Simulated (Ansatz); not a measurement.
Two structures of CH₅BO, singlet, reached by relaxing down either side of one saddle point (PBE0-D4/def2-TZVP). Energies are electronic, without zero-point energy. Computed with Ansatz 0.2.0 (basis: def2-TZVPP and def2-QZVPP); correlated methods freeze the cores. Extrapolation: Hartree–Fock as exp(−7.88 √X), correlation as X^−2.97. First:

B1  (-0.256, -1.114, 0.718)
H2  (0.032, -0.501, 1.713)
O3  (-0.204, -0.516, -0.479)
C4  (0.182, 0.835, -0.632)
H5  (-0.635, 1.385, -1.103)
H6  (-0.596, -2.261, 0.736)
H7  (1.056, 0.880, -1.285)
H8  (0.422, 1.291, 0.333)
(Å)

Second:

```csv
atom,x (Å),y (Å),z (Å)
B1,0.1434,-1.1534,-0.8332
H2,-0.7991,0.6901,2.0696
O3,0.6071,-0.6467,0.3033
C4,0.4484,0.3252,-0.8289
H5,-1.2835,1.1980,2.3259
H6,-0.2022,-2.2115,-1.2346
H7,1.3986,0.7240,-1.1718
H8,-0.3127,1.0743,-0.6301
```

Task: Which bonds change from the first to the second?

Result: CH₅BO ([BH2][O][CH3]) → CH₃BO ([BH]1[CH2][O]1) + H₂; bonds formed: B1–C4, H2–H5; bonds broken: B1–H2, C4–H5.

Task: Give the saddle point's structure and its height above each. (To be estimated.)

Result: Computed: 62.25 kcal/mol above the first and 19.94 kcal/mol above the second (CCSD(T) at an estimated basis limit (MP2 extrapolated from triple and quadruple zeta, plus CCSD(T) − MP2 in triple zeta)).
B1  (-0.226, -0.664, 0.270)
H2  (-0.779, -0.251, 1.379)
O3  (1.169, -0.374, 0.259)
C4  (0.472, 0.531, -0.535)
H5  (-0.853, 0.397, 0.635)
H6  (-0.834, -1.582, -0.172)
H7  (0.506, 0.368, -1.611)
H8  (0.545, 1.573, -0.225)
(Å)

No T1 diagnostic of these runs exceeds 0.017.

Labels in which every atom is bracketed show which atoms are joined, not bond orders.

For scale, one of the runs: CCSD(T)/def2-TZVPP, 163 basis functions, launched by `ansatz run in.yaml --threads 2 --pin off --events-out ev --progress --plain --max-ram 4352MiB`. Time: 23 s of wall clock on 2 CPU threads of an Arm Neoverse V1; the host was shared. Peak host memory: 1.3 GiB.
